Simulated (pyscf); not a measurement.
A first-order saddle from PySCF, ωB97X-D3(BJ)/def2-SVP:

```
C
H 1 1.0968
H 1 1.0968 2 113.81
C 1 1.4138 2 119.67 3 -150.93
H 4 1.0964 1 117.84 2 146.75
H 4 1.0964 5 114.65 1 145.43
H 4 1.3462 5 101.16 6 107.93
O 7 1.2137 4 158.55 5 120.87
C 8 1.2962 7 105.57 4 0.10
H 9 1.1095 8 117.89 7 -109.17
H 9 1.1096 10 113.25 8 143.47
H 9 1.2992 10 98.99 11 103.90
```
Charge 0, spin multiplicity 1.

Surface: singlet, charge 0. Lowest wavenumbers (cm⁻¹): 1828i, 183, 365, 509, 565.

Task: Name the species on either side of this saddle.

Result: `[CH2]=[CH2]` + `[CH3][OH]` <-> `[CH3][CH3]` + `[CH2]=[O]`, a concerted two-bond exchange read from left to right: C–H, H–O broken and C–H, C–H formed. At CCSD(T)/def2-TZVPP + ΔMP2(QZVPP) it lies +38.6 kcal/mol from the left side and +48.9 kcal/mol from the right (each side as separated species at their lowest minima found). This is the saddle that the search found; another between the same sides may lie lower. The CCSD(T) − MP2 part came from Ansatz, without density fitting, on the same reference.
